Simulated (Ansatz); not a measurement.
Molecular dynamics of BClH$_{2}$

Input file:

```yaml
crystal:
  periodic: [false, false, false]
  atoms:
    - { symbol: B, position_ang: [0.01514, 0.0, -0.008733] }
    - { symbol: H, position_ang: [0.051064, 0.0, 1.190608] }
    - { symbol: Cl, position_ang: [1.519646, 0.0, -0.877348] }
    - { symbol: H, position_ang: [-1.00555, 0.0, -0.639526] }
basis:
  gaussian: { orbitals: def2-SVP }
hamiltonian:
  xc: cam_b3lyp
  dispersion: d4
md:
  timestep: 0.5
  n_steps: 150
  ensemble: nvt_langevin
  temperature: 500.0
  initial_velocities: maxwell_boltzmann
  seed: 916813
  friction: 0.005
  masses: [{ species: H, mass: 2.014 }]
```

Run as:

```bash
$ ansatz run input.yaml --threads 1 --pin off --max-ram 2048MiB --backend cpu --events-out ev --progress --plain --runs-dir out
```

It starts from a relaxed structure.

Output, in part (one step line in 2, the closing report, with atoms numbered from 0):

```
md step     0: t =     0.00 fs  T =   375.0 K  F+E_penalty+E_count = -13227.25176591 eV  E_kin = 0.193890 eV  (23 SCF iters)
md step     2: t =     1.00 fs  T =   351.5 K  F+E_penalty+E_count = -13227.23951006 eV  E_kin = 0.181759 eV  (26 SCF iters)
md step     4: t =     2.00 fs  T =   298.8 K  F+E_penalty+E_count = -13227.20837527 eV  E_kin = 0.154487 eV  (26 SCF iters)
md step     6: t =     3.00 fs  T =   242.6 K  F+E_penalty+E_count = -13227.17457204 eV  E_kin = 0.125411 eV  (21 SCF iters)
md step     8: t =     4.00 fs  T =   207.5 K  F+E_penalty+E_count = -13227.15599042 eV  E_kin = 0.107295 eV  (20 SCF iters)
md step    10: t =     5.00 fs  T =   211.9 K  F+E_penalty+E_count = -13227.15768733 eV  E_kin = 0.109569 eV  (20 SCF iters)
md step    12: t =     6.00 fs  T =   229.0 K  F+E_penalty+E_count = -13227.16751831 eV  E_kin = 0.118408 eV  (26 SCF iters)
md step    14: t =     7.00 fs  T =   219.6 K  F+E_penalty+E_count = -13227.17234638 eV  E_kin = 0.113550 eV  (26 SCF iters)
md step    16: t =     8.00 fs  T =   179.6 K  F+E_penalty+E_count = -13227.16634627 eV  E_kin = 0.092875 eV  (22 SCF iters)
md step    18: t =     9.00 fs  T =   155.5 K  F+E_penalty+E_count = -13227.15269348 eV  E_kin = 0.080411 eV  (21 SCF iters)
md step    20: t =    10.00 fs  T =   125.4 K  F+E_penalty+E_count = -13227.13586711 eV  E_kin = 0.064823 eV  (20 SCF iters)
md step    22: t =    11.00 fs  T =   105.2 K  F+E_penalty+E_count = -13227.12614926 eV  E_kin = 0.054416 eV  (20 SCF iters)
md step    24: t =    12.00 fs  T =   129.2 K  F+E_penalty+E_count = -13227.13177821 eV  E_kin = 0.066789 eV  (22 SCF iters)
md step    26: t =    13.00 fs  T =   156.0 K  F+E_penalty+E_count = -13227.15374042 eV  E_kin = 0.080659 eV  (20 SCF iters)
md step    28: t =    14.00 fs  T =   222.2 K  F+E_penalty+E_count = -13227.18325816 eV  E_kin = 0.114880 eV  (22 SCF iters)
md step    30: t =    15.00 fs  T =   324.5 K  F+E_penalty+E_count = -13227.20984259 eV  E_kin = 0.167774 eV  (26 SCF iters)
md step    32: t =    16.00 fs  T =   355.1 K  F+E_penalty+E_count = -13227.22149912 eV  E_kin = 0.183616 eV  (26 SCF iters)
md step    34: t =    17.00 fs  T =   336.6 K  F+E_penalty+E_count = -13227.21514552 eV  E_kin = 0.174052 eV  (26 SCF iters)
md step    36: t =    18.00 fs  T =   309.3 K  F+E_penalty+E_count = -13227.20267277 eV  E_kin = 0.159941 eV  (22 SCF iters)
md step    38: t =    19.00 fs  T =   275.9 K  F+E_penalty+E_count = -13227.19936715 eV  E_kin = 0.142634 eV  (22 SCF iters)
md step    40: t =    20.00 fs  T =   255.2 K  F+E_penalty+E_count = -13227.20640484 eV  E_kin = 0.131929 eV  (22 SCF iters)
md step    42: t =    21.00 fs  T =   279.4 K  F+E_penalty+E_count = -13227.21439756 eV  E_kin = 0.144446 eV  (22 SCF iters)
md step    44: t =    22.00 fs  T =   273.4 K  F+E_penalty+E_count = -13227.21916083 eV  E_kin = 0.141365 eV  (22 SCF iters)
md step    46: t =    23.00 fs  T =   279.4 K  F+E_penalty+E_count = -13227.21385167 eV  E_kin = 0.144480 eV  (26 SCF iters)
md step    48: t =    24.00 fs  T =   277.5 K  F+E_penalty+E_count = -13227.19633444 eV  E_kin = 0.143489 eV  (26 SCF iters)
md step    50: t =    25.00 fs  T =   233.7 K  F+E_penalty+E_count = -13227.16936463 eV  E_kin = 0.120848 eV  (22 SCF iters)
md step    52: t =    26.00 fs  T =   143.1 K  F+E_penalty+E_count = -13227.14401402 eV  E_kin = 0.073991 eV  (20 SCF iters)
md step    54: t =    27.00 fs  T =   107.8 K  F+E_penalty+E_count = -13227.13241865 eV  E_kin = 0.055725 eV  (21 SCF iters)
md step    56: t =    28.00 fs  T =   119.4 K  F+E_penalty+E_count = -13227.13248221 eV  E_kin = 0.061759 eV  (20 SCF iters)
md step    58: t =    29.00 fs  T =   145.0 K  F+E_penalty+E_count = -13227.14180345 eV  E_kin = 0.074948 eV  (21 SCF iters)
md step    60: t =    30.00 fs  T =   163.6 K  F+E_penalty+E_count = -13227.15460401 eV  E_kin = 0.084581 eV  (22 SCF iters)
md step    62: t =    31.00 fs  T =   169.3 K  F+E_penalty+E_count = -13227.16332724 eV  E_kin = 0.087540 eV  (21 SCF iters)
md step    64: t =    32.00 fs  T =   185.9 K  F+E_penalty+E_count = -13227.16675554 eV  E_kin = 0.096093 eV  (22 SCF iters)
md step    66: t =    33.00 fs  T =   203.3 K  F+E_penalty+E_count = -13227.16446845 eV  E_kin = 0.105091 eV  (21 SCF iters)
md step    68: t =    34.00 fs  T =   223.0 K  F+E_penalty+E_count = -13227.15788206 eV  E_kin = 0.115323 eV  (21 SCF iters)
md step    70: t =    35.00 fs  T =   201.2 K  F+E_penalty+E_count = -13227.15339262 eV  E_kin = 0.104028 eV  (20 SCF iters)
md step    72: t =    36.00 fs  T =   209.7 K  F+E_penalty+E_count = -13227.15697221 eV  E_kin = 0.108431 eV  (21 SCF iters)
md step    74: t =    37.00 fs  T =   236.1 K  F+E_penalty+E_count = -13227.17505610 eV  E_kin = 0.122052 eV  (20 SCF iters)
md step    76: t =    38.00 fs  T =   279.2 K  F+E_penalty+E_count = -13227.19665699 eV  E_kin = 0.144378 eV  (20 SCF iters)
md step    78: t =    39.00 fs  T =   286.4 K  F+E_penalty+E_count = -13227.21155229 eV  E_kin = 0.148089 eV  (26 SCF iters)
md step    80: t =    40.00 fs  T =   294.8 K  F+E_penalty+E_count = -13227.21209835 eV  E_kin = 0.152440 eV  (26 SCF iters)
md step    82: t =    41.00 fs  T =   293.4 K  F+E_penalty+E_count = -13227.20047305 eV  E_kin = 0.151694 eV  (22 SCF iters)
md step    84: t =    42.00 fs  T =   268.4 K  F+E_penalty+E_count = -13227.18552450 eV  E_kin = 0.138748 eV  (21 SCF iters)
md step    86: t =    43.00 fs  T =   269.9 K  F+E_penalty+E_count = -13227.17792249 eV  E_kin = 0.139544 eV  (21 SCF iters)
md step    88: t =    44.00 fs  T =   304.8 K  F+E_penalty+E_count = -13227.17902275 eV  E_kin = 0.157604 eV  (20 SCF iters)
md step    90: t =    45.00 fs  T =   327.9 K  F+E_penalty+E_count = -13227.18577735 eV  E_kin = 0.169528 eV  (21 SCF iters)
md step    92: t =    46.00 fs  T =   339.4 K  F+E_penalty+E_count = -13227.19336672 eV  E_kin = 0.175478 eV  (21 SCF iters)
md step    94: t =    47.00 fs  T =   324.8 K  F+E_penalty+E_count = -13227.19534944 eV  E_kin = 0.167942 eV  (26 SCF iters)
md step    96: t =    48.00 fs  T =   295.6 K  F+E_penalty+E_count = -13227.18595074 eV  E_kin = 0.152851 eV  (26 SCF iters)
md step    98: t =    49.00 fs  T =   293.8 K  F+E_penalty+E_count = -13227.16553616 eV  E_kin = 0.151908 eV  (26 SCF iters)
md step   100: t =    50.00 fs  T =   232.1 K  F+E_penalty+E_count = -13227.13649202 eV  E_kin = 0.120025 eV  (21 SCF iters)
md step   102: t =    51.00 fs  T =   157.9 K  F+E_penalty+E_count = -13227.11150488 eV  E_kin = 0.081646 eV  (21 SCF iters)
md step   104: t =    52.00 fs  T =   130.0 K  F+E_penalty+E_count = -13227.09975187 eV  E_kin = 0.067238 eV  (22 SCF iters)
md step   106: t =    53.00 fs  T =   136.9 K  F+E_penalty+E_count = -13227.10253847 eV  E_kin = 0.070785 eV  (20 SCF iters)
md step   108: t =    54.00 fs  T =   156.0 K  F+E_penalty+E_count = -13227.11464759 eV  E_kin = 0.080660 eV  (21 SCF iters)
md step   110: t =    55.00 fs  T =   173.8 K  F+E_penalty+E_count = -13227.12942606 eV  E_kin = 0.089840 eV  (21 SCF iters)
md step   112: t =    56.00 fs  T =   206.7 K  F+E_penalty+E_count = -13227.14010335 eV  E_kin = 0.106847 eV  (20 SCF iters)
md step   114: t =    57.00 fs  T =   235.2 K  F+E_penalty+E_count = -13227.14407167 eV  E_kin = 0.121588 eV  (21 SCF iters)
md step   116: t =    58.00 fs  T =   235.3 K  F+E_penalty+E_count = -13227.14172024 eV  E_kin = 0.121683 eV  (20 SCF iters)
md step   118: t =    59.00 fs  T =   256.9 K  F+E_penalty+E_count = -13227.14451181 eV  E_kin = 0.132803 eV  (21 SCF iters)
md step   120: t =    60.00 fs  T =   278.5 K  F+E_penalty+E_count = -13227.15762384 eV  E_kin = 0.144020 eV  (21 SCF iters)
md step   122: t =    61.00 fs  T =   332.2 K  F+E_penalty+E_count = -13227.18075726 eV  E_kin = 0.171766 eV  (21 SCF iters)
md step   124: t =    62.00 fs  T =   383.3 K  F+E_penalty+E_count = -13227.20822124 eV  E_kin = 0.198202 eV  (22 SCF iters)
md step   126: t =    63.00 fs  T =   403.1 K  F+E_penalty+E_count = -13227.22550873 eV  E_kin = 0.208402 eV  (22 SCF iters)
md step   128: t =    64.00 fs  T =   370.5 K  F+E_penalty+E_count = -13227.22911633 eV  E_kin = 0.191580 eV  (22 SCF iters)
md step   130: t =    65.00 fs  T =   324.0 K  F+E_penalty+E_count = -13227.22214905 eV  E_kin = 0.167523 eV  (20 SCF iters)
md step   132: t =    66.00 fs  T =   274.1 K  F+E_penalty+E_count = -13227.21147511 eV  E_kin = 0.141746 eV  (21 SCF iters)
md step   134: t =    67.00 fs  T =   246.1 K  F+E_penalty+E_count = -13227.20353207 eV  E_kin = 0.127259 eV  (21 SCF iters)
md step   136: t =    68.00 fs  T =   219.9 K  F+E_penalty+E_count = -13227.20012041 eV  E_kin = 0.113674 eV  (20 SCF iters)
md step   138: t =    69.00 fs  T =   212.5 K  F+E_penalty+E_count = -13227.20015758 eV  E_kin = 0.109894 eV  (20 SCF iters)
md step   140: t =    70.00 fs  T =   207.8 K  F+E_penalty+E_count = -13227.20310652 eV  E_kin = 0.107466 eV  (20 SCF iters)
md step   142: t =    71.00 fs  T =   195.8 K  F+E_penalty+E_count = -13227.20341116 eV  E_kin = 0.101224 eV  (21 SCF iters)
md step   144: t =    72.00 fs  T =   207.7 K  F+E_penalty+E_count = -13227.20081097 eV  E_kin = 0.107408 eV  (23 SCF iters)
md step   146: t =    73.00 fs  T =   185.9 K  F+E_penalty+E_count = -13227.19281698 eV  E_kin = 0.096113 eV  (21 SCF iters)
md step   148: t =    74.00 fs  T =   156.2 K  F+E_penalty+E_count = -13227.18097768 eV  E_kin = 0.080741 eV  (21 SCF iters)
md step   150: t =    75.00 fs  T =   119.0 K  F+E_penalty+E_count = -13227.17288578 eV  E_kin = 0.061502 eV  (22 SCF iters)
Total energy: -13227.17297185 eV, -486.0896410158 hartree
Atom 0 at     0.210345     0.019387     0.182495 Å, force     1.129411     0.139250     0.661647 eV/Å
Atom 1 at     0.413719     0.408728     1.328863 Å, force     0.337368    -0.078750    -0.659678 eV/Å
Atom 2 at     1.526692    -0.216166    -0.979679 Å, force    -0.739048     0.183084     0.645530 eV/Å
Atom 3 at    -0.898378    -0.241174    -0.075604 Å, force    -0.727730    -0.243584    -0.647499 eV/Å
Dipole moment:    -0.080138     0.015742     0.051300 e Å
```

The run went to its last step. The mean temperature of the second half is 49 % below the set value. A run of 0.075 ps of so small a system gives no equilibrium averages.

The same pairs are bonded in the first frame and the last. Pairs count as bonded within 1.25 times the sum of covalent radii (0.12 Å more for H–H).

Last frame:

```xyz
4
Properties=species:S:1:pos:R:3
B 0.210 0.019 0.182
H 0.414 0.409 1.329
Cl 1.527 -0.216 -0.980
H -0.898 -0.241 -0.076
```

Run time: 90 s on 1 thread of Arm Neoverse V2 (shared host), peak memory 0.083 GiB.
